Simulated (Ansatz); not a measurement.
All values below come from PBE-D3(BJ)/def2-SVP (Ansatz, an electronic-structure program). No frequencies were computed at this level.

Ansatz 0.2 input:
```yaml
crystal:
  periodic: [false, false, false]
  atoms:
    - { symbol: O, position_ang: [0.481769, -0.000003, -0.000002] }
    - { symbol: H, position_ang: [-0.481769, 0.000003, 0.000002] }
basis:
  gaussian: { orbitals: def2-svp }
hamiltonian:
  xc: pbe
  dispersion: d3bj
relax:
  max_steps: 150
magnetization:
  spin_polarized: true
  initial_magnetization: 1
```

Output:

```
Functional definition: PBE
201 factors; their error is unknown
mean field evaluation 1: about -2055.2951 eV, gradient 1.9e1 eV
mean field evaluation 2: about -2054.0362 eV, gradient 2.7e1 eV
mean field evaluation 4: about -2056.6685 eV, gradient 1.5e-1 eV
mean field evaluation 8: about -2056.6619 eV, gradient 4.6e-4 eV
mean field evaluation 16: about -2056.6618 eV, gradient 1.0e-1 eV
mean field -2056.66189958 eV, -75.5809307539 hartree, gradient 2.6e-6 eV, S^2 0.751526; 3 other end points of the search recorded, 0 dependent functions left out
reference -2056.66191149 eV, -75.5809311919 hartree; 5, 4 occupied and 14, 15 virtual orbitals, 201 factors
relax step   1: F+E_penalty+E_count = -2056.66603666 eV  Δ(F+E_penalty+E_count) = +0.000e0 eV  max|allowed force component| = 1.273e0 eV/Å  Δτ_max = 0.0000 Å  (39 SCF iters, accepted)
these checks for a lower state are left out or cut short: starts, cluster_reference, orbital_swaps, neighbouring_geometries, increment
201 factors; their error is unknown
mean field -2056.67683813 eV, -75.5814797358 hartree, gradient 3.1e-5 eV, S^2 0.751582; 0 other end points of the search recorded, 0 dependent functions left out
reference -2056.67685027 eV, -75.5814801819 hartree; 5, 4 occupied and 14, 15 virtual orbitals, 201 factors
relax step   2: F+E_penalty+E_count = -2056.68097632 eV  Δ(F+E_penalty+E_count) = -1.494e-2 eV  max|allowed force component| = 3.306e-1 eV/Å  Δτ_max = 0.0094 Å  (22 SCF iters, accepted)
these checks for a lower state are left out or cut short: starts, cluster_reference, orbital_swaps, neighbouring_geometries, increment
201 factors; their error is unknown
mean field evaluation 32: about -2056.6780 eV, gradient 1.4e-5 eV
mean field -2056.67802155 eV, -75.5815232256 hartree, gradient 3.1e-5 eV, S^2 0.751604; 0 other end points of the search recorded, 0 dependent functions left out
reference -2056.67803379 eV, -75.5815236752 hartree; 5, 4 occupied and 14, 15 virtual orbitals, 201 factors
relax step   3: F+E_penalty+E_count = -2056.68216027 eV  Δ(F+E_penalty+E_count) = -1.184e-3 eV  max|allowed force component| = 1.997e-2 eV/Å  Δτ_max = 0.0034 Å  (22 SCF iters, accepted)
these checks for a lower state are left out or cut short: starts, cluster_reference, orbital_swaps, neighbouring_geometries, increment
201 factors; their error is unknown
mean field -2056.67802599 eV, -75.5815233886 hartree, gradient 2.3e-5 eV, S^2 0.751605; 0 other end points of the search recorded, 0 dependent functions left out
reference -2056.67803823 eV, -75.5815238385 hartree; 5, 4 occupied and 14, 15 virtual orbitals, 201 factors
relax step   4: F+E_penalty+E_count = -2056.68216474 eV  Δ(F+E_penalty+E_count) = -4.473e-6 eV  max|allowed force component| = 3.004e-4 eV/Å  Δτ_max = 0.0002 Å  (17 SCF iters, accepted)
201 factors; their error is unknown
mean field -2056.67802599 eV, -75.5815233886 hartree, gradient 2.3e-5 eV, S^2 0.751605; 4 other end points of the search recorded, 0 dependent functions left out
reference -2056.67803823 eV, -75.5815238385 hartree; 5, 4 occupied and 14, 15 virtual orbitals, 201 factors
Total energy: -2056.68217699 eV, -75.5816759350 hartree
Atom 0 at     0.494830    -0.000003    -0.000002 Å, force     0.000300    -0.000000    -0.000000 eV/Å
Atom 1 at    -0.494830     0.000003     0.000002 Å, force    -0.000300     0.000000     0.000000 eV/Å
Dipole moment:    -0.348571     0.000002     0.000001 e Å
```

Cost: around 1.8 core-seconds (rough).
